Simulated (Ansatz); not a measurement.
Reaction (SMILES): C#N (CH-N) → CHN+ (doublet, bonded as C#N) + e-
B3LYP-D3(BJ)/def2-TZVP geometries, fixed; electronic energies without zero-point terms.
Largest species:
```
C
N 1 1.1462
H 1 1.0667 2 180.00
```
Charge 0, spin multiplicity 1.

Basis-set convergence of the adiabatic ionisation energy at B3LYP with Ansatz (a quantum-chemistry and plane-wave program). Cartesian d functions, on some or all atoms, in 6-31G*, 6-31+G*; all else is spherical. The program fits the integrals of some runs and decomposes those of others, by size. Open shells are unrestricted. No added dispersion term, no relativity. Functions are those of the species that has most. Reference: the value in pcseg-4, 13.539 eV, itself unsure by roughly 0.001 eV (its mean distance from aug-pcseg-3, aug-cc-pVQZ, cc-pV5Z). Deviations are taken from unrounded values.

```csv
basis,functions,adiabatic ionisation energy (eV)
6-31G*,32,13.337
6-31+G*,40,13.471
cc-pVDZ,33,13.363
aug-cc-pVDZ,55,13.465
def2-SVP,33,13.498
def2-SVPD,48,13.554
pcseg-1,33,13.544
aug-pcseg-1,55,13.498
6-311G**,42,13.517
6-311+G**,50,13.562
def2-TZVP,68,13.523
def2-TZVPD,83,13.525
cc-pVTZ,74,13.511
aug-cc-pVTZ,115,13.530
pcseg-2,74,13.543
aug-pcseg-2,115,13.541
def2-TZVPP,76,13.524
def2-TZVPPD,91,13.526
cc-pVQZ,140,13.534
aug-cc-pVQZ,206,13.537
def2-QZVPP,144,13.536
def2-QZVPPD,159,13.536
pcseg-3,153,13.541
aug-pcseg-3,219,13.540
```

What the diffuse functions change, pair by pair:
- 6-31G* to 6-31+G*: 8 more functions, deviation -0.201 to -0.068 eV
- cc-pVDZ to aug-cc-pVDZ: 22 more functions, deviation -0.176 to -0.074 eV
- def2-SVP to def2-SVPD: 15 more functions, deviation -0.041 to 0.016 eV
- pcseg-1 to aug-pcseg-1: 22 more functions, deviation 0.006 to -0.040 eV
- 6-311G** to 6-311+G**: 8 more functions, deviation -0.022 to 0.024 eV
- def2-TZVP to def2-TZVPD: 15 more functions, deviation -0.016 to -0.013 eV
- cc-pVTZ to aug-cc-pVTZ: 41 more functions, deviation -0.028 to -0.009 eV
- pcseg-2 to aug-pcseg-2: 41 more functions, deviation 0.004 to 0.003 eV
- def2-TZVPP to def2-TZVPPD: 15 more functions, deviation -0.015 to -0.013 eV
- cc-pVQZ to aug-cc-pVQZ: 66 more functions, deviation -0.005 to -0.001 eV
- def2-QZVPP to def2-QZVPPD: 15 more functions, deviation -0.003 to -0.002 eV
- pcseg-3 to aug-pcseg-3: 66 more functions, deviation 0.002 to 0.001 eV

They bring the value nearer the reference by more than 0.001 eV in 8 of 12 pairs.
